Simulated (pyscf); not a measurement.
A first-order saddle from PySCF, ωB97X-D3(BJ)/def2-SVP:

```xyz
7

O     -1.8565    -0.3297     0.0616
V     -0.3792     0.1271    -0.4847
F      0.3638     1.4020     0.3260
F     -0.7791     0.9988    -1.8758
F      0.5274    -1.0582    -1.2636
Cl     0.0743    -1.1887     1.6104
H     -1.4970    -0.8691     0.9413
```
Charge 0, spin multiplicity 1.

Surface: singlet, charge 0. Lowest wavenumbers (cm⁻¹): 720i, 116, 137, 252, 259.

Problem. What reaction is this the transition state of?

Solution. O=V(F)(F)–F (SMILES [O]=[V]([F])([F])[F]) + HCl (SMILES Cl) ⇌ HO–V(F)(F)(F)–Cl (SMILES [OH][V]([F])([F])([F])[Cl]), an addition across a multiple bond or ene-type step read from left to right: Cl–H broken and H–O, Cl–V formed. At ωB97M-D3(BJ)/def2-TZVP it lies +27.6 kcal/mol from the left side and +12.1 kcal/mol from the right (each side as separated species at their lowest minima found). On the product side the descent ends in a point that may be a rotor saddle (no frequency run), 2.7 kcal/mol over the lowest minimum found and 9.5 kcal/mol under the saddle at ωB97X-D3(BJ)/def2-TZVP. At ωB97X-D3(BJ)/def2-TZVP the barrier from the zero used here is 25.2 kcal/mol. The same reactants have a lower exit, to O=V(F)(F)–Cl + HF (barrier +14.4 kcal/mol at ωB97M-D3(BJ)/def2-TZVP, against +27.6 kcal/mol here). One saddle was located; it need not be the lowest between these sides.
